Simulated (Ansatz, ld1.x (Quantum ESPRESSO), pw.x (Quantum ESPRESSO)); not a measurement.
## Ge (Z = 32): does the TM potential hold in the solid?

ld1.x (Quantum ESPRESSO) 7.5 input, shortened:

```
&input
   title='Ge', zed=32., rel=1, dft='PBE', iswitch=3,
   config='[Ar] 3d10 4s2 4p2 4d-2'
 /
 &inputp
   pseudotype=2, tm=.true., lloc=2,
   nlcc=.false.
 /
3
4S  1  0   2.00   0.00  1.95  1.95  0.0
4P  2  1   2.00   0.00  2.45  2.45  0.0
4D  3  2  -2.00   0.05  2.45  2.45  0.0
 &test
   configts(1)='4s2 4p2'
 /
```

Atomic tests: cutoffs needed: 15 Ry and 40 Ry (the cutoffs (Ry, on a coarse ladder) from which the occupation-weighted sum of valence levels, in a spherical-Bessel basis at the reference potential, stays within 10 and 1 mRy of its value at 400 Ry); ghost test: no extra level below or beside the all-electron valence levels (s, p, d, f tested) (spherical-Bessel basis up to 400 Ry, 20 bohr box); largest excitation error: -46 meV (all-electron minus pseudo) for 4s2 4p0, out of 7 test configurations.

Crystal test: diamond Ge in pw.x 7.5, no spin, 8³ k-points, Fermi–Dirac smearing 0.01 Ry, cutoffs 50/200 Ry. The reference is all-electron LAPW (Ansatz 0.2.0) with the same functional, mesh and smearing; V0 and B0 come from Birch–Murnaghan fits to the pressures at five volumes. Errors are pseudo minus all-electron; Δ is the rms difference of the E(V) curves that follow from these fits, minima aligned, over ±6 % about the mean V0. Mesh and smearing are coarse, so the numbers serve the comparison and aren't converged zero-temperature values; the lattice is a test structure that the element need not adopt.

```
V (Å³/atom)  P all-electron (GPa)  P pseudo (GPa)
     22.753                  3.34            6.84
     23.352                  1.55            4.85
     23.951                  0.00            3.11
     24.550                 -1.34            1.57
     25.149                 -2.50            0.23
```

All-electron: a0 = 5.765 Å (V0 = 23.95 Å³/atom), B0 = 57.6 GPa.

Pseudopotential: mean pressure error (GPa): +3.11. The pressure does not cross zero within the volumes sampled, so no fit is given. This is a poor potential for the solid.

**Question.** At the middle volume, how do free energy and pressure move when the wave cutoff is lowered (ecutrho kept at four times it)?

**Answer.**

```
cutoff (Ry)  shift of F (meV/atom)  shift of P (GPa)
         22                  +79.3             -0.50
         30                  +28.6             -0.76
         40                   +1.0             -0.05
```

The run at the middle volume (29 k-points, 9 iterations) took about 8.7 s on one core of a shared host (Neoverse-V2, 96 threads, 742 GiB, load 32).
